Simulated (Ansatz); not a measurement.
**H5OSi2: vertical and adiabatic energies of changing the electron count from a Python script**

A script is to give vertical and adiabatic energies of changing the electron count; the system is H5OSi2.

Computed with Ansatz 0.2.0, driven from Python. Level of theory: CAM-B3LYP/def2-SVP.

### Step 1. The system

Bond lengths: O1–Si2 1.627 Å, Si2–Si3 2.289 Å, O1–H4 0.978 Å, Si2–H5 1.498 Å, Si2–H6 1.500 Å, Si3–H7 1.546 Å, Si3–H8 1.440 Å. Angles: O1–Si2–Si3 109.1°, O1–Si2–H5 107.4°, O1–Si2–H6 109.3°, Si3–Si2–H5 111.1°, Si3–Si2–H6 110.7°, H5–Si2–H6 109.2°, Si2–O1–H4 111.8°, Si2–Si3–H7 110.7°, Si2–Si3–H8 112.4°, H7–Si3–H8 106.8°.

Input file h5osi2.xyz:

```xyz
8

O    -1.17210   -0.25720   -1.43030
Si    0.14350    0.31600   -0.66430
Si    0.56770   -0.98310    1.17150
H    -1.95660    0.30490   -1.27390
H     1.28430    0.26640   -1.63450
H    -0.09830    1.74050   -0.26140
H     1.83370   -0.49050    1.91040
H    -0.51010   -0.95410    2.12670
```

### Step 2. Script

The input, run_adiabatic.py:

```python
'''How H5OSi2 relaxes after losing an electron.'''

import itertools

import ansatz as az
from ase.data import atomic_numbers, covalent_radii
import numpy as np


def main() -> None:
    geometry = az.Crystal.molecule_from_extxyz('h5osi2.xyz')

    model = (
        geometry.calculation()
        .basis(gaussian='def2-SVP')
        .functional('cam_b3lyp')
        .spin('collinear', total=1)
        .accuracy('medium')
    )
    symbols = [site.symbol for site in geometry.cartesian_sites]
    start = np.array([site.position_ang for site in geometry.cartesian_sites], dtype=float)
    data = model.relax(force_tolerance=0.01, max_steps=100).run(threads=1, backend='cpu').report
    end = np.array(data['positions_ang'])

    minimum = az.Crystal.molecule()
    for symbol, place in zip(symbols, end):
        minimum = minimum.atom(symbol, place.tolist())
    ion = minimum.calculation().basis(gaussian='def2-SVP').functional('cam_b3lyp').accuracy('medium').charge(1)
    vertical = ion.run(threads=1, backend='cpu').report
    settled = ion.relax(force_tolerance=0.01, max_steps=80).run(threads=1, backend='cpu').report
    print(f'vertical ionisation energy   {vertical["free_energy_ev"] - data["free_energy_ev"]:.3f} eV')
    print(f'adiabatic, no zero point     {settled["free_energy_ev"] - data["free_energy_ev"]:.3f} eV')
    print(f'relaxation energy of the ion {vertical["free_energy_ev"] - settled["free_energy_ev"]:.3f} eV')
    ionised = np.array(settled['positions_ang'])
    # pairs closer than 1.2 times the sum of covalent radii, before or after
    radius = [covalent_radii[atomic_numbers[s]] for s in symbols]
    span = lambda where, i, j: np.linalg.norm(where[i] - where[j])
    bonded = [(i, j) for i, j in itertools.combinations(range(len(symbols)), 2) if min(span(end, i, j), span(ionised, i, j)) < 1.2 * (radius[i] + radius[j])]
    print('pair        before    after (A)')
    for i, j in bonded:
        print(f'{symbols[i]}{i}-{symbols[j]}{j}'.ljust(10), f'{span(end, i, j):8.4f} {span(ionised, i, j):8.4f}')


if __name__ == '__main__':
    main()
```

### Step 3. What the engine is handed

The package turns the script's settings into the engine's input (first run):

```yaml
crystal:
  periodic: [false, false, false]
  atoms:
    - { symbol: O, position_ang: [-1.1721, -0.2572, -1.4303] }
    - { symbol: Si, position_ang: [0.1435, 0.316, -0.6643] }
    - { symbol: Si, position_ang: [0.5677, -0.9831, 1.1715] }
    - { symbol: H, position_ang: [-1.9566, 0.3049, -1.2739] }
    - { symbol: H, position_ang: [1.2843, 0.2664, -1.6345] }
    - { symbol: H, position_ang: [-0.0983, 1.7405, -0.2614] }
    - { symbol: H, position_ang: [1.8337, -0.4905, 1.9104] }
    - { symbol: H, position_ang: [-0.5101, -0.9541, 2.1267] }
accuracy: medium
basis:
  gaussian:
    orbitals: def2-SVP
hamiltonian:
  xc: cam_b3lyp
magnetization:
  spin_polarized: true
  initial_magnetization: 1.0
relax:
  f_tol: 0.01
  max_steps: 100
```

### Step 4. Launch

Run with:

```sh
python run_adiabatic.py
```

Without the output at hand: what should come out? Wanted: vertical ionisation energy; adiabatic ionisation energy, no zero point.

**Answer**, as computed:

```
                                  quantity     value
                vertical ionisation energy  8.323 eV
adiabatic ionisation energy, no zero point  7.534 eV
                             runs compared         3
```

In words: The ionisation energy is a difference of two total energies at the neutral geometry; letting the ion relax lowers it by 0.79 eV. Run 1: The relaxation took 13 moves; the largest shift is 0.427 Å, of atom 4 (H). Run 3: The relaxation took 20 moves; the largest shift is 0.675 Å, of atom 4 (H). Reading the output:
- The energies are electronic: no zero-point or thermal terms, and the basis set is short of its limit. The product may relax into another structure.
- The species is open-shell (spin multiplicity 2).
- The spin of the ions was assumed; an unrestricted or higher-spin state can lie lower by tenths of an eV.
